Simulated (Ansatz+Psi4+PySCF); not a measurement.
# singlet ClF: levels of theory in one basis

```csv
atom,x (Å),y (Å),z (Å)
F,0.0000,0.0000,-1.0848
Cl,0.0000,0.0000,0.5743
```

Basis set: cc-pVTZ on F; cc-pV(T+d)Z on Cl (spherical functions). Left uncorrelated: 6 orbitals. Charge 0, multiplicity 1.

Computed with Ansatz (development build ahead of 0.2.0) and Psi4 1.11; each method stands on the lowest determinant of its kind that the runs found.

```json
{"method": "RHF", "E − E(RHF) (eV)": "0.00", "<S²> of the determinant": "0.00"}
{"method": "RHF-MP2", "E − E(RHF) (eV)": "-12.17", "<S²> of the determinant": "–"}
{"method": "RHF-CCSD(T)", "E − E(RHF) (eV)": "-13.13", "<S²> of the determinant": "–"}
```

(1) What does RHF-CCSD give on the same scale?

Results:

(1) -12.66 eV.
